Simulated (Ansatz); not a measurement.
Process, species as SMILES: [CH]=O (CH-O) → [CH-]=O (an electron is taken up)
B3LYP-D3(BJ)/def2-TZVP geometries, fixed; electronic energies without zero-point terms; positive where energy is released.

Basis-set convergence of the adiabatic electron affinity at B3LYP with Ansatz (a first-principles code). Cartesian d functions, on some or all atoms, in 6-31G**; all else is spherical. The program fits the integrals of some runs and decomposes those of others, by size. Open shells are unrestricted. No added dispersion term, no relativity. Functions are those of the species that has most. Reference: the value in aug-pcseg-3, 0.344 eV, itself unsure by roughly 0.064 eV (its mean distance from aug-cc-pVQZ, def2-QZVPPD). Deviations are taken from unrounded values.

```tsv
basis	functions	adiabatic electron affinity (eV)	minus reference (eV)
pcseg-0	20	-0.306	-0.650
def2-SV(P)	30	-0.398	-0.742
6-31G**	35	-0.670	-1.014
6-311G**	42	-0.321	-0.665
6-311+G**	50	0.287	-0.057
def2-SVPD	51	0.159	-0.185
6-311++G(2d,2p)	64	0.314	-0.031
cc-pVTZ	74	-0.127	-0.471
def2-TZVPP	76	0.061	-0.283
jun-cc-pV(T+d)Z	92	0.305	-0.039
def2-TZVPPD	94	0.210	-0.134
cc-pVQZ	140	0.041	-0.303
aug-cc-pVQZ	206	0.322	-0.023
```
